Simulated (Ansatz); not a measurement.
Scan of [OH···H···BH2], doublet

Starting geometry:

```xyz
6

O    -1.0675   -0.0303    0.0000
H    -1.3168    0.8963    0.0000
H    -0.1080   -0.0303    0.0000
B     1.3635   -0.0303    0.0000
H     1.8726   -0.0303    1.0770
H     1.8726   -0.0303   -1.0770
```

From there H3 is moved from one fragment to the other while all else, the fragments' distance too, stays fixed; atoms are numbered as listed. Energies are in kJ/mol, counted from the starting geometry at the same level.

Basis cc-pVDZ; Ansatz 0.2.0. Correlated methods freeze the noble-gas cores. Prefix R: restricted or restricted open-shell reference; prefix U: unrestricted.

Full CI isn't at hand for all of this; UCCSDT(Q) serves as the reference, and is uncertain by about the last step of the cluster series. The frozen core follows each run's orbitals, which can shift R against U totals by a few meV.

```csv
distance O1-H3 (Å),UCCSDT(Q),error RHF,error UHF,error RMP2,error BCCD(T),error UCCSDT,error RCCSDT(Q)
0.892,18.8,-11.8,-8.9,0.0,-0.2,-0.1,0.0
0.960,0.0,0.0,0.0,0.0,0.0,0.0,0.0
1.003,-1.4,7.7,4.8,-0.3,0.1,0.1,0.0
1.046,1.8,14.9,8.2,-1.0,0.3,0.2,0.0
1.089,7.5,20.9,9.7,-2.1,0.4,0.2,0.0
1.132,14.4,24.0,8.6,-2.4,0.4,0.2,0.0
1.175,21.8,21.8,4.6,2.5,0.4,0.1,0.0
1.218,29.7,13.8,-1.9,11.5,0.4,0.0,0.0
1.261,38.7,2.6,-10.1,18.3,0.3,-0.1,0.0
```

Errors are those of relative energies. In total energy the starting point itself misses UCCSDT(Q) by: RHF 838.5, UHF 827.9, RMP2 91.9, BCCD(T) 3.2, UCCSDT 1.5, RCCSDT(Q) 0.1 kJ/mol.

Spread of the error over the points with a reference, to 1.261 Å (largest less smallest): RCCSDT(Q) 0.0, UCCSDT 0.3, BCCD(T) 0.6, UHF 19.8, RMP2 20.7, RHF 35.8 kJ/mol.
